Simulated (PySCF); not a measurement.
**Oxygen: a sound run and one with changed settings**

Sound run: O [He] 2s2 2p4, O⁺ [He] 2s2 2p3. All numbers are calculated (PySCF 2.14, no relativity, point nucleus, in 6-31G*). In the sound run the correlated levels freeze 1s2. The sound run starts from symmetry-adapted Hartree-Fock orbitals and uses a fine grid where one is needed.

Changed run: all electrons correlated in a basis built for the valence shell.

| species | method | sound run (hartree) | changed run (hartree) | converged |
| --- | --- | --- | --- | --- |
| O | MP2 | -74.87816 | -74.87950 | yes |
| O | CCSD(T) | -74.89475 | -74.89596 | yes |
| O⁺ | MP2 | -74.40172 | -74.40290 | yes |
| O⁺ | CCSD(T) | -74.41769 | -74.41877 | yes |

Ionisation energy of O:

```csv
method,sound run (eV),changed run (eV)
UHF,12.030,12.030
MP2,12.965,12.969
SCS-MP2,12.965,12.967
CCSD,12.973,12.977
CCSD(T),12.981,12.985
```

A valence basis has no tight correlating functions, so it recovers only part of the core correlation, and not evenly between atom and ion.

For comparison, NIST gives 13.618 eV between the lowest levels.
